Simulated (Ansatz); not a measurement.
Seven cases of bond dissociation energy with Al to Br (electronic energies, kcal/mol); geometries: B3LYP-D3(BJ)/def2-TZVP. The cases were drawn at random from those of this class that have a high level and all functionals, leaving out states under which another spin lies or may lie. Left out are anions, K, Ca, elements past Kr, ionisation of Li, Na and Mg, pi-pi* triplets of linear molecules and other triplets made from a closed-shell parent. Runs that doubt their state, and full CI more than 15 mEh from coupled cluster, are set aside; a case stays where another high level and all functionals remain. AFQMC serves as high level only in triple zeta or larger, with a steady walk, a bar under 0.8 kcal/mol and agreement with other high levels or trials where they ran; where none ran, an unstable determinant or (outside 3d species) a high T1 diagnostic also bars it, so strongly correlated cases are thinned. No case was kept or dropped by the size of a functional's miss. High levels with a bar over 0.5 kcal/mol are left out too, and the seventh case lies inside the range of the six. Affinities count positive where energy is released, gaps as the second state minus the first. PBE0 is by Ansatz (an electronic-structure program) in def2-TZVPD. High levels (Ansatz): P = CCSD(T)/CBS(cc-pV(Q+d)Z,cc-pV(5+d)Z) + [CCSDT(Q) - CCSD(T)]/cc-pV(D+d)Z + core + X2C; Q = CCSD(T)/CBS(cc-pV(Q+d)Z,cc-pV(5+d)Z) + [CCSDT(Q) - CCSD(T)]/cc-pV(Q+d)Z + [CCSDTQ - CCSDT(Q)]/cc-pV(D+d)Z + core + X2C; R = CCSD(T)/CBS(cc-pV(T+d)Z,cc-pV(Q+d)Z) + [CCSDT(Q) - CCSD(T)]/cc-pV(D+d)Z + core + X2C; S = CCSD(T)/CBS(cc-pVQZ,cc-pV5Z) + [CCSDT(Q) - CCSD(T)]/cc-pVQZ + [CCSDTQ - CCSDT(Q)]/cc-pVDZ. Radicals and triplets start from unrestricted determinants; spin-orbit coupling is neglected. Correlated methods leave the cores frozen (noble-gas shells, and filled d and f shells in the p block). Rows without X2C or -DK are non-relativistic. CBS(X,Y): correlation extrapolated as X^-3, Hartree-Fock from the larger set (Q,5: extrapolated as (X+1)exp(-9√X)). A bracket is a step between two methods taken in the basis named. Functionals run without relativity, which enters their misses. '+ core + X2C': CCSD(T) terms for core correlation (cc-pwCVTZ, 1s frozen past Ne) and scalar relativity (cc-pVTZ-DK). Where a partner has so few electrons that a lower coupled-cluster level is exact, that level stands in. Spin-orbit terms, left out, reach several kcal/mol for Br and I, and more for heavier atoms. The UHF reference of C2H3 ([CH]=C, doublet) is spin-contaminated (<S^2> up to 0.19 over the pure value in the sets run).

| case | PBE0 | level | high level |
|---|---|---|---|
| C2H3Cl (SMILES C=CCl) → C2H3 (SMILES [CH]=C, doublet) + Cl (doublet) | 97.1 | P | 98.6 |
| SiH2Cl2 (dichlorosilane, SMILES Cl[SiH2]Cl) → SiHCl2 (SMILES Cl[SiH]Cl, doublet) + H (doublet) | 90.8 | P | 96.7 |
| AlF3 (SMILES [F][Al]([F])[F]) → AlF2 (SMILES [F][Al][F], doublet) + F (doublet) | 148.9 | P | 158.3 |
| PH3 (SMILES P) → PH2 (SMILES [PH2], doublet) + H (doublet) | 84.3 | Q | 87.6 |
| C2H6S (SMILES CCS) → C2H5S (SMILES C[CH]S, doublet) + H (doublet) | 95.8 | R | 101.2 |
| BH2Br (SMILES BBr) → BH2 (SMILES [BH2], doublet) + Br (doublet) | 111.9 | S | 112.8 |
| H5Si2OF (fluoro(silyloxy)silane, SMILES F[SiH2]O[SiH3]) → H3SiO (SMILES [O][SiH3], doublet) + SiH2F (SMILES F[SiH2], doublet) | 132.7 | R | withheld |

Fit a straight line from PBE0 to the high level over the first six rows by least squares, predict the seventh, and compare with the calculation.

Means: PBE0 104.80, high level 109.20. Sxx = 2751.76, Sxy = 2962.29, slope 1.0765, intercept -3.62 kcal/mol; residual standard deviation 2.9 kcal/mol. Seventh row: 1.0765·(132.7) -3.62 = 139.2 kcal/mol. The calculation gave 144.1 kcal/mol: the line differs from it by -4.9, PBE0 itself by -11.4.
